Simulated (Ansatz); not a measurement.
# Pulling the pair apart

The pair of NH$_{3}$ (SMILES N, atoms 1–4) and CH$_{4}$ (SMILES C, atoms 5–9), both closed shells, in one local arrangement (a lower one may exist), relaxed at PBE0-D4/def2-TZVP:

| atom | x (Å) | y (Å) | z (Å) |
| --- | --- | --- | --- |
| N1 | -0.2538 | 0.0659 | -2.3674 |
| H2 | 0.5322 | 0.6225 | -2.0547 |
| H3 | -1.0776 | 0.4243 | -1.9001 |
| H4 | -0.1051 | -0.8767 | -2.0285 |
| C5 | 0.1808 | -0.0472 | 1.6699 |
| H6 | -0.7067 | 0.3632 | 2.1509 |
| H7 | 0.0565 | -0.0138 | 0.5874 |
| H8 | 0.3212 | -1.0799 | 1.9883 |
| H9 | 1.0525 | 0.5417 | 1.9543 |

CH$_{4}$ is shifted rigidly along the line between the mean atom positions of the two fragments (negative: closer). Counterpoise interaction energies in kJ/mol. Program: Ansatz 0.2.0. Basis: def2-TZVPPD. Cores are frozen in the correlated methods.

```
shift (Å)   MP2   HF  wB97M-V
    -0.41   2.8  7.7      1.6
    -0.20   0.5  4.0     -0.3
     0.00  -0.5  2.0     -1.0
     0.20  -0.9  1.0     -1.2
     0.49  -0.9  0.4     -1.0
     1.02  -0.6  0.0     -0.6
     2.03  -0.2  0.0     -0.2
     4.06   0.0  0.0      0.0
```

Problem. What does CCSD(T) give at these shifts? (An estimate is asked for; the value comes from the calculation.)

Solution. The calculation gives: 2.3, 0.0, -0.9, -1.2, -1.1, -0.7, -0.2, 0.0 kJ/mol. For zero shift, CCSD(T) at an estimated basis limit (MP2 extrapolated from triple and quadruple zeta, plus CCSD(T) − MP2 in triple zeta) gives -1.2 kJ/mol. These are counterpoise interaction energies, counted from the two frozen fragments.

The T1 diagnostic stays at or below 0.009.

For scale, one of the runs: CCSD(T)/def2-TZVPPD, 193 basis functions, launched by `ansatz run in.yaml --threads 2 --pin off --events-out ev --progress --plain --max-ram 5222MiB`. Hardware: 2 CPU threads of an Arm Neoverse V2, shared host. Wall time 27 s; peak host memory 2.2 GiB.
